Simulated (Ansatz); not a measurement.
Geometry optimisation, RKS PBE-D4/def2-SVP (Ansatz 0.2.0).

The input (input.yaml):

```yaml
crystal:
  periodic: [false, false, false]
  atoms:
    - { symbol: Al, position_ang: [0.191484, 0.0, 0.184326] }
    - { symbol: H, position_ang: [0.663343, 0.0, 1.655762] }
    - { symbol: F, position_ang: [1.812786, 0.0, -0.199657] }
    - { symbol: F, position_ang: [-1.168013, 0.0, -0.774531] }
basis:
  gaussian: { orbitals: def2-SVP }
hamiltonian:
  xc: pbe
  dispersion: d4
relax:
  f_tol: 0.03
  max_steps: 50
```

Run as:

```bash
$ ansatz run input.yaml --threads 1 --pin off --max-ram 2048MiB --backend cpu --events-out ev --progress --plain --runs-dir out
```

Question: Where does it end, and by what steps?

Answer: It converged. After 4 steps the energy has fallen by 0.653 eV; H2 moved furthest, 0.39 Å.

```
step  energy less start (eV)  largest force component (eV/Å)  accepted
   0                  0.0000                           1.434       yes
   1                 -0.4579                           1.090       yes
   2                 -0.6302                           0.667       yes
   3                 -0.6528                           0.063       yes
   4                 -0.6533                           0.019       yes
```

```xyz
4
Properties=species:S:1:pos:R:3
Al 0.374 0.000 0.255
H 0.318 0.000 1.829
F 1.832 0.000 -0.559
F -1.024 0.000 -0.659
```

The run took 2.7 s on 1 thread of Intel(R) Xeon(R) 6975P-C (Granite Rapids), with other jobs on the host, peak memory 0.12 GiB.
